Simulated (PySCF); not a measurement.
Molfile (atoms numbered from 1):
```
H3P
     RDKit          3D

  4  3  0  0  0  0  0  0  0  0999 V2000
    0.0256   -0.0410    0.4763 P   0  0  0  0  0  0  0  0  0  0  0  0
   -0.5990    1.0211   -0.2472 H   0  0  0  0  0  0  0  0  0  0  0  0
    1.1993   -0.0042   -0.3374 H   0  0  0  0  0  0  0  0  0  0  0  0
   -0.5896   -1.0495   -0.3272 H   0  0  0  0  0  0  0  0  0  0  0  0
  1  2  1  0
  1  3  1  0
  1  4  1  0
M  END
```

Geometry: PBE0-D3(BJ)/def2-SVP; GIAO absolute shieldings from PySCF 2.14, gas phase, non-relativistic, averaged over equivalent atoms.

At PBE0/cc-pVTZ (76 basis functions, 1.7 s wall time on 1 thread of an AMD EPYC 7R13, shared host):
```json
{"atoms": "P1", "σ (ppm)": "593.9"}
{"atoms": "H2/H3/H4", "σ (ppm)": "29.38"}
```

Estimate the result of repeating the calculation with PBE0/pcSseg-3.

Answers


| atoms | σ at PBE0/pcSseg-3 | change |
| --- | --- | --- |
| P1 | 576.5 | -17.4 |
| H2/H3/H4 | 29.19 | -0.19 |

The largest change is at P1 (phosphorus bonded to 3 H). Cost: 175 basis functions, 4.5 s wall time on 1 thread of an AMD EPYC 7R13, shared host.
